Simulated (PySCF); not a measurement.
# Cost against result

Saddle point of SiNH₃, closed shell (SiNH₃ ([NH2][SiH]) → SiNH₃ ([NH][SiH2]); bonds formed: H1–Si3; bonds broken: H1–N2), PBE0-D4/def2-TZVP structure:

H1  (-0.681, -1.069, -0.460)
N2  (0.365, -0.578, 0.640)
Si3  (0.230, 0.129, -0.863)
H4  (-0.155, 1.603, -0.846)
H5  (0.241, -0.085, 1.529)
(Å)

Barriers are electronic and count from the start structure reached by relaxing down the imaginary mode.

Program: PySCF 2.14 with density fitting (its default auxiliary sets; JK sets also for MP2 and CCSD(T)). Basis: as named in each row. Cores are frozen in the correlated methods. B3LYP uses VWN-RPA correlation. Extrapolation: Hartree–Fock as exp(−7.88 √X), correlation as X^−2.97.

Times are rough, for one single point on 4 threads of a shared host (Oxide Virtual Turin-like).

The estimate by CCSD(T) at an estimated basis limit (MP2 extrapolated from triple and quadruple zeta, plus CCSD(T) − MP2 in triple zeta) is 284.2 kJ/mol.

| method | basis | time (s) | barrier (kJ/mol) | method less estimate |
| --- | --- | --- | --- | --- |
| HF | STO-3G | 2 | 456.1 | 171.9 |
| PBE0-D4 | def2-SVP | 3 | 299.2 | 15.0 |
| B3LYP-D4 | 6-31G | 3 | 355.1 | 70.9 |
| MP2 | def2-QZVPP | 3 | 290.5 | 6.3 |
| PBE-D4 | def2-SVP | 4 | 269.1 | -15.0 |
| CCSD(T) | def2-SVP | 4 | 300.5 | 16.3 |
| SPW92 | def2-TZVPP | 4 | 257.5 | -26.7 |
| BHLYP-D4 | def2-TZVPP | 5 | 316.9 | 32.7 |
| B3LYP-D4 | def2-TZVPP | 5 | 284.3 | 0.1 |
| PBE0-D4 | def2-TZVPP | 5 | 286.0 | 1.8 |
| PBE-D4 | def2-TZVPP | 6 | 257.6 | -26.6 |
| r2SCAN-D4 | def2-TZVPP | 9 | 268.5 | -15.6 |
| CCSD(T) | def2-TZVPP | 32 | 285.1 | 0.9 |
| wB97M-V | def2-TZVPP | 130 | 298.6 | 14.4 |

All methods are single points on the PBE0-D4 structures.

No T1 diagnostic of these runs exceeds 0.029. The T1 diagnostic is large here, which may signal multireference character or strong orbital relaxation, so CCSD(T) is less sure. The restricted Hartree–Fock reference is unstable towards an unrestricted one at one or more of these structures.

Labels in which every atom is bracketed show which atoms are joined, not bond orders.
